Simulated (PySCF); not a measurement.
An unknown is described by computed data only.

Formula: C2H5NO.

* Rotational structure: rotational constants A, B, C: 10.901, 9.433, 5.222 GHz [GFN2-xTB]
* 13C NMR: chemical shifts (computed TMS as zero) by class: 169.1 (1 C), 23.1 (1 C) ppm [GIAO PBE0/pcSseg-1]
* 1H NMR: chemical shifts (computed TMS as zero) by class: 4.63 (1 H), 4.41 (1 H), 1.87 (3 H) ppm [GIAO PBE0/pcSseg-1]
* Dipole: 3.96 D [PBE0/pcSseg-1]
* NMR, other nuclei: isotropic shieldings of nuclei other than C and H, by class: 155 (1 N), -106 (1 O) ppm [GIAO PBE0/pcSseg-1]
* Couplings: largest of the computed one-bond spin–spin couplings (means over like bonds): 13C–1H +133.9 (×3), 15N–1H -95.8, 15N–1H -94.0, 13C–13C +53.1, 17O–13C +25.4, 15N–13C -16.9 Hz [B3LYP/pcJ-1]

Gas-phase values; electronic properties from PySCF, density fitting. Levels stand in brackets. Geometry: GFN2-xTB, one conformer, isolated molecule. NMR values are class means; diastereotopic atoms form classes of their own.

Q: Give a SMILES that accounts for the data.

A: Numbering: `[CH3:1][C:2]([NH2:3])=[O:4]`. Its formula, C2H5NO, gives 1 degree of unsaturation: 0 rings and 1 π bond in the structure found. 2 carbons fall into 2 classes; from least to most shielded: amide carbonyl carbon [C2] (169.1 ppm), methyl carbon next to a carbonyl [C1] (23.1 ppm). Hydrogen classes from least to most shielded: 1 H on an amide nitrogen, N3 (4.63 ppm), 1 H on an amide nitrogen, N3 (4.41 ppm), 3 H on a methyl carbon next to a carbonyl, C1 (1.87 ppm). The other shieldings belong to: 155 ppm, amide nitrogen [N3]; -106 ppm, amide oxygen [O4]. The couplings run between: +133.9 Hz, methyl carbon next to a carbonyl [C1] and its hydrogen (with 2 like pairs); -95.8 Hz, amide nitrogen [N3] and its hydrogen; -94.0 Hz, amide nitrogen [N3] and its hydrogen; +53.1 Hz, methyl carbon next to a carbonyl [C1] and amide carbonyl carbon [C2]; +25.4 Hz, amide oxygen [O4] and amide carbonyl carbon [C2]; -16.9 Hz, amide nitrogen [N3] and amide carbonyl carbon [C2]. By its constants the optimised geometry is an asymmetric top. Structure: `CC(N)=O`. Computed isomers that give other values at the same levels: `CNC=O` (13C chemical shifts (computed TMS as zero) by class: 160.1 (1 C), 24.2 (1 C) ppm); `C/C=N\O` (rotational constant A: 18.833 GHz; this holds for the one conformer computed); `C/C=N/O` (rotational constant A: 47.981 GHz; this holds for the one conformer computed). The assignments are read from this structure; whether some other isomer fits the data as well wasn't checked.

Conformer computed: `[CH3:1][C:2]([NH2:3])=[O:4]`: H–N3–C2–C1 -179°, H–N3–C2–C1 -1°.
